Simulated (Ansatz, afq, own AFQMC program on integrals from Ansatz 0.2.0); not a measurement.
Integrals from Ansatz 0.2.0, then the random walk in our own AFQMC program (afq).

```yaml
crystal:
  periodic: [false, false, false]
  atoms:
    - {symbol: Al, position_ang: [0.000000, -0.079020, 0.634433]}
    - {symbol: O, position_ang: [0.000000, 0.000201, -1.063260]}
    - {symbol: H, position_ang: [0.000000, 1.302005, 1.467317]}
    - {symbol: H, position_ang: [0.000000, 0.810086, -1.572931]}
basis:
  gaussian: {orbitals: cc-pVDZ}
magnetization: {spin_polarized: true, initial_magnetization: 1}
correlation: {method: ccsd_t, electrons: outside_noble_gas, hamiltonian_folder: ham}
```

```sh
$ ansatz run in.yaml --threads 1 --pin off --events-out ev --progress --plain --max-ram 1843MiB
```

afq runs on the folder ham with

```
--method phaseless --trial hf --walkers 120 --populations 1 --least-time 40 --time-step 0.005 --steps-per-block 20 --equilibration-blocks 112 --max-blocks 600 --target-error 0.0012000 --factor-cut 1e-05 --start spin_pure --seed 8498 --taylor-order 6
```

Times are imaginary, in 1/Eh. The walk had a cap of 1172 s.

```
orbitals 36  electrons 6 5  factors 270 of 395
reference energy -317.95626166 Eh
CCSD correlation -0.25493907 Eh in 11 cycles, weight of the determinant in the CISD state 0.9089
energy of the start -317.956370 Eh
 block  time / (1/Eh)  mean weight  energy / Eh
     1     0.100  1.0015  -318.034749
     2     0.200  1.0027  -318.078609
     3     0.300  1.0012  -318.113146
     4     0.400  1.0031  -318.142491
     5     0.500  1.0007  -318.154581
     8     0.800  1.0002  -318.167727
    18     1.800  0.9985  -318.177991
    69     6.900  0.9982  -318.176679
   120    12.000  1.0017  -318.210273
   171    17.100  1.0004  -318.250458
   222    22.200  0.9998  -318.265462
   273    27.300  1.0003  -318.210468
   307    30.700  1.0016  -318.293151
   324    32.400  0.9983  -318.188088
   375    37.500  0.9987  -318.192981
   426    42.600  1.0003  -318.197169
   443    44.300  0.9990  -318.164321
   477    47.700  0.9993  -318.210408
   528    52.800  0.9976  -318.173070
   579    57.900  0.9980  -318.204574
   630    63.000  0.9993  -318.208719
   681    68.100  0.9990  -318.201733
   698    69.800  0.9982  -318.220357
blocks merged  error / Eh  count
     1  0.001074  600
     2  0.001417  300
     4  0.001823  150
     8  0.002171  75
    16  0.002311  37
    32  0.002714  18
    64  0.003151  9
energy -318.220648 +/- 0.002714 Eh
(rows thinned)
```

Problem. Estimate how long the walk took on 1 thread of Arm Neoverse V1, with other jobs on the host.

Solution. 5.3 min of wall time.

The run passed its tests (sampling time, drift between the halves within three errors, error under three times the target), which doesn't prove that it has relaxed.

Against this walk (error 73.8 meV) on the same determinant: CCSD(T) 115.0 meV higher (within the noise), CCSDT(Q) 81.5 meV higher (within the noise), a separate phaseless walk with a CISD trial and standard settings 86.9 ± 75.3 meV higher (within the noise). The error is statistical and leaves out the bias of the constraint.

Cautions: constraint bias not in the error; error above the target (73.8 against 32.7 meV).

CCSDT and higher add their correlation energy to the determinant of the CCSD(T) run, since their own runs factorise the integrals more tightly (a shift of under 2 meV). A walk keeps the symmetry of its determinant, which the program's search chose and which needn't be the lowest solution, so a lower state of the same spin and another symmetry isn't excluded.
